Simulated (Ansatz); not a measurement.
**AlHO2 (triplet): the correlation ladder, cc-pVDZ**

Aim: climb from Hartree-Fock through coupled cluster for AlHO2 (triplet) at one geometry and basis, and see what each rung misses.

Computed with Ansatz 0.2.0, Gaussian basis. Level: cc-pVDZ, core rule «outside noble gas», up to 7 orbitals frozen.

Plan: UHF; CCSD(T) on ROHF; CCSD(T) on UHF; BCCD(T) on ROHF; CISD; CCSDT(Q) on ROHF; CCSDT(Q) on UHF.

4 further runs of the same task are left out: 1 for a known fault of the program, 3 set aside as unsound or not needed.

**1. The system**

The geometry is a PBE0/def2-TZVP stationary point (not a proven minimum) of the parent state, kept for this charge and spin.

4 atoms, charge 0, spin multiplicity 3.

Atoms are counted from 1 here; the program's logs count them from 0.

Bond lengths: O1–Al2 1.596 Å, Al2–O3 1.631 Å, O3–H4 0.946 Å. Angles: O1–Al2–O3 180.0°, Al2–O3–H4 180.0°.

Geometry (Å):

```xyz
4

O     0.0000    0.0000   -2.2486
Al    0.0000    0.0000   -0.6530
O     0.0000    0.0000    0.9779
H     0.0000    0.0000    1.9238
```

**2. UHF**

in.yaml reads:

```yaml
crystal:
  periodic: [false, false, false]
  atoms:
    - {symbol: O, position_ang: [0.000000, 0.000000, -2.248625]}
    - {symbol: Al, position_ang: [0.000000, 0.000000, -0.653025]}
    - {symbol: O, position_ang: [0.000000, 0.000000, 0.977875]}
    - {symbol: H, position_ang: [0.000000, 0.000000, 1.923775]}
basis:
  gaussian: {orbitals: cc-pVDZ}
magnetization: {spin_polarized: true, initial_magnetization: 2}
hamiltonian: {xc: hf}
output: {orbitals: {seedname: orbitals}}
```

The run is started by

```sh
$ ansatz run in.yaml --threads 1 --pin off --events-out ev --progress --plain --max-ram 4096MiB --backend cpu
```

After this run come: CCSD(T) on ROHF; CCSD(T) on UHF; BCCD(T) on ROHF; CISD; CCSDT(Q) on ROHF; CCSDT(Q) on UHF.

Q: Predict the results of all the runs planned. Wanted: UCCSDT(Q) from the RHF energy; RMP2 from UCCSDT(Q); UMP2 from UCCSDT(Q); RCCSD from UCCSDT(Q); RCCSD(T) from UCCSDT(Q); UCCSD(T) from UCCSDT(Q); RCCSDT(Q) from UCCSDT(Q); T1 diagnostic.

**Answer**, as computed:

```
                         quantity                      value
    UCCSDT(Q) from the ROHF energy                -11.1281 eV
              RMP2 from UCCSDT(Q)                 +793.6 meV
              UMP2 from UCCSDT(Q)                 +796.7 meV
             RCCSD from UCCSDT(Q)                 +295.4 meV
          RCCSD(T) from UCCSDT(Q)                  +55.7 meV
          UCCSD(T) from UCCSDT(Q)                  +55.2 meV
         RCCSDT(Q) from UCCSDT(Q)                   +5.0 meV
levels within 1 kcal/mol (43 meV)  RCCSDT, UCCSDT, RCCSDT(Q)
                    T1 diagnostic                      0.021
```

What this shows: RCCSD(T) misses by +55.7 meV, 0.5 % of the correlation energy. These misses are within one basis, not against nature; the frozen cores of restricted and unrestricted runs differ, which can shift their rows.

With open shells the CI space here admits some triples and quadruples, so it is larger than plain CISD.
